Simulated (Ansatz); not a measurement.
# CHAlN (quartet): wave-function methods side by side, cc-pVDZ

The task here is to estimate one member of a computed series from the others.

Method: cc-pVDZ, core rule «outside noble gas», up to 7 orbitals frozen; program: Ansatz 0.2.0, Gaussian basis.

Plan: UHF; CCSD(T) on ROHF; CCSD(T) on UHF; BCCD(T) on ROHF; CISD; CCSDT(Q) on ROHF; CCSDT(Q) on UHF.

19 further runs of the same task are left out: 9 that didn't finish, 10 set aside as unsound or not needed.

## The geometry

The geometry is a PBE0/def2-TZVP stationary point (not a proven minimum) of the parent state, kept for this charge and spin.

4 atoms, charge 0, spin multiplicity 4.

Atoms are counted from 1 here; the program's logs count them from 0.

Bond lengths: Al1–N2 1.833 Å, N2–C3 1.207 Å, C3–H4 1.103 Å. Angles: Al1–N2–C3 173.8°, N2–C3–H4 130.3°.

Coordinates:

```xyz
4

Al    0.0000   -0.1140    2.1755
N     0.0001   -0.1231    0.3423
C     0.0000   -0.2593   -0.8572
H     0.0000    0.4963   -1.6606
```

Set-up of the first run:

in.yaml reads:

```yaml
crystal:
  periodic: [false, false, false]
  atoms:
    - {symbol: Al, position_ang: [-0.000006, -0.113958, 2.175529]}
    - {symbol: N, position_ang: [0.000059, -0.123062, 0.342317]}
    - {symbol: C, position_ang: [-0.000023, -0.259290, -0.857208]}
    - {symbol: H, position_ang: [-0.000030, 0.496310, -1.660638]}
basis:
  gaussian: {orbitals: cc-pVDZ}
magnetization: {spin_polarized: true, initial_magnetization: 3}
hamiltonian: {xc: hf}
output: {orbitals: {seedname: orbitals}}
```

The run is started by

```bash
$ ansatz run in.yaml --threads 1 --pin off --events-out ev --progress --plain --max-ram 2393MiB
```

Steps of the session up to this table: UHF; CCSD(T) on ROHF; CCSD(T) on UHF; BCCD(T) on ROHF; CISD; CCSDT(Q) on ROHF; CCSDT(Q) on UHF.

One of the session's tables, all rows but one given; the rest of the session is left out.

It belongs to the step «Misses and costs». 

```
   method  from UCCSDT(Q) (kcal/mol)
     ROHF                    +216.83
      UHF                    +211.21
     RMP2                     +24.37
     UMP2                     +28.03
     CISD                     +31.95
    RCCSD                     +11.64
    UCCSD                          ?
 RCCSD(T)                      +2.10
 UCCSD(T)                      +2.13
  BCCD(T)                      +1.89
   RCCSDT                      +1.22
   UCCSDT                      +1.14
RCCSDT(Q)                      +0.10
UCCSDT(Q)                          0
```

**Question.** Estimate the row for UCCSD.

The run gave: from UCCSDT(Q) (kcal/mol): +11.14. In the column «from UCCSDT(Q) (kcal/mol)» it lies between UCCSD(T) (+2.13) and RCCSD (+11.64).

Caveats from the session: Restricted and unrestricted rows rest on different reference determinants; where their highest levels disagree by more than a few hundredths of an eV, they describe different states and don't form one ladder.
